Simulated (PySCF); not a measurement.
Molecule: lithium fluoride, FLi.

Atom-mapped SMILES (the numbers label the heavy atoms): `[Li:1][F:2]`.

Spin–spin couplings on one PBE0-D3(BJ)/def2-SVP geometry, PySCF 2.14.0 with density-fitted response routines, gas phase, non-relativistic, equivalent pairs averaged; isotopes ⁷Li, ¹⁹F; basis pcJ-1.

Reference values (Hz): ¹J(Li1,F2) = 172.3 (measured; gas (molecular beam); Jaszunski, Antusek, Demissie, Komorovsky, Repisky, Ruud, J. Chem. Phys. 2016, 145, 244308).

Task: How do the couplings (Hz) change with the functional? Times are CPU seconds on shared hosts with different chips, so compare them loosely.

Result: 
```
functional  functions  ¹J(Li1,F2)  abs. error  core-s
        HF         38       229.3        57.0    0.11
       LDA         38       135.1        37.2    0.34
       PBE         38       146.7        25.6    0.48
       KT2         38       120.3        52.0     0.5
     B3LYP         38       170.5         1.8    0.35
      PBE0         38       167.3         5.0     0.4
     B97-2         38       161.2        11.1    0.39
 BHandHLYP         38       200.6        28.3     0.7
 CAM-B3LYP         38       178.1         5.8    0.49
```

Errors compare magnitudes, without vibrational corrections. Closest: B3LYP; furthest: HF.
